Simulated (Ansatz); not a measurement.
## Ansatz (development build ahead of 0.2.0) run

```yaml
crystal:
  periodic: [false, false, false]
  atoms:
    - { symbol: C, position_ang: [-0.64909, -0.17271, -0.18925] }
    - { symbol: C, position_ang: [0.65714, 0.16132, 0.20191] }
    - { symbol: H, position_ang: [-0.85152, -0.55604, -1.18423] }
    - { symbol: H, position_ang: [-1.48234, -0.05424, 0.49599] }
    - { symbol: H, position_ang: [1.49057, 0.04516, -0.48355] }
    - { symbol: H, position_ang: [0.85915, 0.54243, 1.1978] }
basis:
  gaussian: { orbitals: def2-SVP }
total_charge: 1
magnetization:
  spin_polarized: true
  initial_magnetization: 1
hamiltonian:
  xc: hf
correlation:
  method: mp2
  frozen_orbitals: { C: 1, H: 0 }
output:
  forces: true
```

The input is written out in the form of the current development build from the run's settings.

Results

```
Converged                       : yes
Reference energy                : -77.65268 hartree
Correlation energy              : -0.22196 hartree
Total energy                    : -77.87464 hartree
Spin squared of the determinant : 0.754
Stability test                  : minimum
```

Forces (eV/Å):
```tsv
atom	Fx	Fy	Fz
C1	-0.375	-0.097	-0.112
C2	0.376	0.096	0.112
H3	-0.045	-0.117	-0.312
H4	-0.248	0.043	0.224
H5	0.246	-0.042	-0.224
H6	0.047	0.117	0.313
```

Caution: MP2 on this radical cation hangs on the determinant chosen.
